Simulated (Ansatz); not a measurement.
Reaction: C3H4 (propa-1,2-diene, SMILES C(=C)=C) → C3H4 (parent SMILES C(=C)=C, triplet)
Each species at its own B3LYP-D3(BJ)/def2-TZVP minimum (Ansatz, a quantum-chemistry and plane-wave program).

Quantity: adiabatic triplet-singlet gap (electronic), in kJ/mol. UHF or UKS for unpaired electrons; spin-orbit terms are left out. CBS(X,Y): correlation extrapolated as X^-3, Hartree-Fock from the larger set. A bracket is a step between two methods taken in the basis named. The functionals are non-relativistic, so their misses hold any scalar relativity. Double hybrids freeze cores in their MP2 part. '+ core + X2C': CCSD(T) terms for core correlation (cc-pwCVTZ) and scalar relativity (cc-pVTZ-DK). The UHF reference of C3H4 (parent SMILES C=C=C, triplet) is spin-contaminated (<S^2> up to 0.12 over the pure value in the sets run). The spin of C3H4 (parent SMILES C=C=C, triplet) was assumed, and the state is the lowest solution found for it.

CCSD(T)/CBS(cc-pVTZ,cc-pVQZ) + [CCSDT(Q) - CCSD(T)]/cc-pVDZ + core + X2C (Ansatz) gives 224.0 kJ/mol.

### Question
How far off this value is PBE/def2-TZVPD (Ansatz), in which direction, and how far these levels: B3LYP/def2-TZVPD, PBE0/def2-TZVPD, wB97M-V/def2-TZVPD, B2PLYP/def2-TZVPD, CCSD(T)/CBS(cc-pVTZ,cc-pVQZ) + core + X2C?

### Answer
PBE gives 207.2 kJ/mol, 16.8 kJ/mol below it. Differences of the others: B3LYP/def2-TZVPD (Ansatz) -17.0; PBE0/def2-TZVPD (Ansatz) -25.0; wB97M-V/def2-TZVPD (Ansatz) 1.9; B2PLYP/def2-TZVPD (Ansatz) -7.1; CCSD(T)/CBS(cc-pVTZ,cc-pVQZ) + core + X2C (Ansatz) 1.4 kJ/mol.
